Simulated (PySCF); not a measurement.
Compound: tetracarbon monosulfide, C₄S (triplet state).
Bonds: C1–C2 (double), C2–C3 (double), C3–C4 (double), C4–S5 (double).

The species is tetracarbon monosulfide (`C(=C=C=[C])=S`) [triplet].

Method: UKS B3LYP, IGLO-III on C S, non-relativistic, mean-field spin-orbit, GIAO in PySCF 2.14.0. Isolated species at its PBE0-D3(BJ)/def2-SVP geometry, gas phase. Stability of the SCF solution: not tested.

Principal values of hyperfine tensors in MHz (contact, dipolar and spin–orbit terms together), for some of the nuclei:

| atom | isotope | A1 | A2 | A3 |
| --- | --- | --- | --- | --- |
| C1 | 13C | -13.68 | 34.94 | 34.94 |
| C2 | 13C | -15.60 | -12.76 | -12.76 |
| C4 | 13C | -18.26 | -5.86 | -5.86 |
| S5 | 33S | -24.57 | 25.74 | 25.74 |

Task: Give the isotropic coupling of each nucleus in MHz and in mT (g = 2.0039), and the anisotropic part.

Result: a_iso = (A1 + A2 + A3)/3, Ti = Ai − a_iso; 1 mT corresponds to 28.047 MHz. The tensors hold a spin–orbit part: the run splits a_iso into a_FC + a_SO, and T includes its anisotropic share.

```tsv
atom	a_iso (MHz)	a_FC	a_SO	a_iso (mT)	T1	T2	T3
C1	18.73	18.78	-0.05	0.668	-32.41	16.21	16.21
C2	-13.71	-13.44	-0.27	-0.489	-1.89	0.95	0.95
C4	-9.99	-9.84	-0.16	-0.356	-8.27	4.13	4.13
S5	8.97	9.24	-0.27	0.320	-33.54	16.77	16.77
```

Task: What spin density at the nucleus of C2 lies behind its contact coupling (g_N = 1.40482)?

Result: a_FC = (2μ0/3) gₑ μB g_N μN ρ(0)/(2S·h) = 800.24 MHz × g_N × ρ(0)/(2S), with ρ in bohr⁻³. With a_FC = -13.44 MHz and 2S = 2, ρ(0) = -0.02391 bohr⁻³.

Task: C3 (13C, g_N = 1.40482) isn't in the table. Its spin density at the nucleus is 0.004523 bohr⁻³. What is its contact coupling?

Result: By the same relation, a_FC = 2.54 MHz. Its full tensor has the principal values -11.63, 9.69, 9.69 MHz.
